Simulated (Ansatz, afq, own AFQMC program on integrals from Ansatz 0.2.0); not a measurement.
# CH$_{3}$BN, doublet: AFQMC among the cluster methods

```tsv
atom	x (Å)	y (Å)	z (Å)
B	-2.1342	0.0000	0.0000
H	-2.7309	1.0336	0.0000
H	-2.7309	-1.0336	0.0000
H	-0.5932	0.0000	0.0000
N	1.6569	0.0000	0.0000
C	0.4968	0.0000	0.0000
```

Connectivity, by distances: BH2 ··· N–CH.

Basis cc-pVDZ. Only valence electrons are correlated. Ansatz 0.2.0 and our own AFQMC program on the same integrals; the CISD trial comes from CCSD amplitudes, and released means the phaseless constraint is let go. ± is one standard error of the sampling.

Determinant: UHF, the one that the program's search chose, which needn't be the lowest solution. The geometry is a point of a scan.

No full CI on the walks' own integrals is used here; CCSDT(Q) serves as the reference and is uncertain by about the last step of the cluster series.

Cautions: unrestricted determinant spin contaminated (⟨S²⟩ 0.86 against 0.75).

* T1 diagnostic: 0.0315
* weight of the determinant in the CISD state: 0.826
* ⟨S²⟩ of the determinant: 0.860
* size of the correlated space: 15 electrons in 54 orbitals

```json
{"level": "MP2", "correlation energy (eV)": "-9.5627"}
{"level": "CCSD", "correlation energy (eV)": "-10.5564"}
{"level": "CCSD(T)", "correlation energy (eV)": "-10.9416"}
```

(1) Estimate where phaseless AFQMC with a CISD trial lies against CCSD(T) on the same integrals.

(1) 1.85 ± 0.28 mEh below CCSD(T).

Reference: CCSDT(Q), correlation energy -11.011 eV. The released energy is read at 1.50 1/Eh (meV from the phaseless value at times in 1/Eh: -15 ± 8 at 0.24, -16 ± 6 at 0.51, -15 ± 9 at 0.99, -27 ± 12 at 1.50).

```tsv
level	E − E(reference) (mEh)	share of correlation (%)
CCSD(T)	2.55	99.37
CCSDT	1.59	99.61
ph-AFQMC/CISD	0.70 ± 0.28	99.83
released AFQMC	-0.28 ± 0.43	100.07
```

A walk keeps the symmetry of its determinant, which the program's search chose and which needn't be the lowest solution, so a lower state of the same spin and another symmetry isn't excluded. Released energies are given only where the last usable release times agree within the noise; a slower fall can still hide under it.
